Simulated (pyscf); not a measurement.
Optimised with ωB97X-D3(BJ)/def2-SVP in PySCF.

### Question
For the elementary gas-phase step H₂C=Si(Cl)–Cl (SMILES C=[Si](Cl)Cl) + HCl (SMILES Cl) → H₃C–Si(Cl)(Cl)–Cl (SMILES C[Si](Cl)(Cl)Cl) (singlet surface; Cl–H broken, C–H, Cl–Si formed), what barrier and reaction energy does ωB97M-D3(BJ)/def2-TZVP give, measured from the separated reactants?

### Answer
ΔE‡ = 0.01 eV, ΔE = -3.74 eV. Zero-point energy shifts the barrier by -0.01 eV. It is an addition across a multiple bond or ene-type step, with an imaginary mode of 785i cm⁻¹. On the reactant side the descent ends in a complex, 0.22 eV under the separated species and 0.20 eV under the saddle at ωB97X-D3(BJ)/def2-TZVP. One saddle was located; it need not be the lowest between these sides.
